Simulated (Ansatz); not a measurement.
Ansatz (a program for electronic structure) input (PBE0/def2-SVP):

Ansatz 0.2 input:
```yaml
crystal:
  periodic: [false, false, false]
  atoms:
    - {symbol: C, position_ang: [-0.18331015, 0.82218101, -0.00200557]}
    - {symbol: C, position_ang: [0.95939345, 1.42913572, -0.00491648]}
    - {symbol: Cl, position_ang: [-0.32505073, -0.94519596, 0.00290529]}
    - {symbol: H, position_ang: [-1.15024766, 1.30588412, -0.00222400]}
    - {symbol: H, position_ang: [2.01961031, 1.25454689, -0.00563361]}
basis:
  gaussian:
    orbitals: def2-SVP
hamiltonian:
  xc: {name: PBE0}
magnetization: {spin_polarized: true, initial_magnetization: 1}
```

Output:

```
Functional definition: PBE0
integrals: 0.01 GiB planned
556 factors; integrals over basis functions are off by at most 1.3e-3 eV
mean field: 0.19 GiB planned
mean field evaluation 1: about -14610.8612 eV, gradient 2.2e1 eV
mean field evaluation 2: about -14610.1600 eV, gradient 2.5e1 eV
mean field evaluation 4: about -14613.7108 eV, gradient 1.9e0 eV
mean field evaluation 8: about -14613.8784 eV, gradient 2.3e-1 eV
mean field evaluation 16: about -14613.8805 eV, gradient 1.7e-3 eV
mean field -14613.88045874 eV, -537.0502012147 hartree, gradient 6.1e-5 eV, S^2 0.765859; 0 other end points of the search recorded, 0 dependent functions left out
reference -14613.88047617 eV, -537.0502018552 hartree; 16, 15 occupied and 40, 41 virtual orbitals, 556 factors
Total energy: -14613.88047617 eV, -537.0502018552 hartree
```

It need not be the lowest isomer of its formula.
